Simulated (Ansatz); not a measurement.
A run of Ansatz (development build ahead of 0.2.0) on doublet CS2(+) at this shape:

```
atom   x (Å)    y (Å)    z (Å)
   S  0.0000  -0.0001  -1.6816
   C  0.0000   0.0001   0.0000
   S  0.0000  -0.0001   1.6816
```

Its results:

| Item | Value |
| --- | --- |
| Converged | yes |
| Reference energy | -832.28886 hartree |
| Correlation energy | -0.32738 hartree |
| Total energy | -832.61624 hartree |
| Spin squared of the determinant | 1.229 |
| Stability test | minimum |
| Occupied orbitals by symmetry in an Abelian subgroup (alpha; beta) | 8 A1 2 A2 2 B1 7 B2; 8 A1 2 A2 2 B1 6 B2 |

Messages of the program:
```
mean field -22647.73359221 eV, -832.2888583284 hartree, gradient 2.8e-6 eV, S^2 1.228928; 6 other ends of a descent, 0 dependent functions left out
```

**Question.** Which input gives this output? Name the method, the orbitals and the basis set, and write the input.

**Answer.** UHF-MP2 in def2-SVP.

```yaml
crystal:
  periodic: [false, false, false]
  atoms:
    - { symbol: S, position_ang: [0.0, -5.0e-05, -1.68155] }
    - { symbol: C, position_ang: [0.0, 0.0001, 0.0] }
    - { symbol: S, position_ang: [0.0, -5.0e-05, 1.68155] }
basis:
  gaussian: { orbitals: def2-SVP }
total_charge: 1
magnetization:
  spin_polarized: true
  initial_magnetization: 1
hamiltonian:
  xc: hf
correlation:
  method: mp2
  frozen_orbitals: { C: 1, S: 5 }
```

Caution: the unrestricted determinant is spin contaminated; MP2 on this radical cation hangs on the determinant chosen.
